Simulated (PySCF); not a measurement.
Metal–ligand bonds in Zn(NH2)1–Y. All species are isolated molecules in the gas phase. One relaxed conformer stands for each flexible species; it need not be the lowest. Multiplicities are imposed; where one is given, others were not computed. Strings in code marks are SMILES.

The dipole moment from two functionals at the same geometries (TPSS-D3(BJ)/def2-SVP), both in PySCF: PBE-D3(BJ)/def2-TZVP and TPSSh-D3(BJ)/def2-TZVP. 

```csv
species,TPSSh-D3(BJ)/def2-TZVP (D)
free radical OH,1.75
free radical NH2 (`[NH2]`),1.93
free radical CH3 (`[CH3]`),0.00
free radical OCH3 (`C[O]`),2.03
free radical N(CH3)2 (`C[N]C`),1.70
free radical SH (`[SH]`),0.88
```

### Question
What does PBE-D3(BJ)/def2-TZVP give for each?

### Answer

- free radical OH: 1.73
- free radical NH2 (`[NH2]`): 1.91
- free radical CH3 (`[CH3]`): 0.00
- free radical OCH3 (`C[O]`): 2.11
- free radical N(CH3)2 (`C[N]C`): 1.71
- free radical SH (`[SH]`): 0.87
Over these rows, drawn at random from the members with no instability flagged (it was tested for open shells, ions and some series alone), PBE minus TPSSh-D3(BJ): mean +0.01 D, from -0.02 D to +0.08 D.
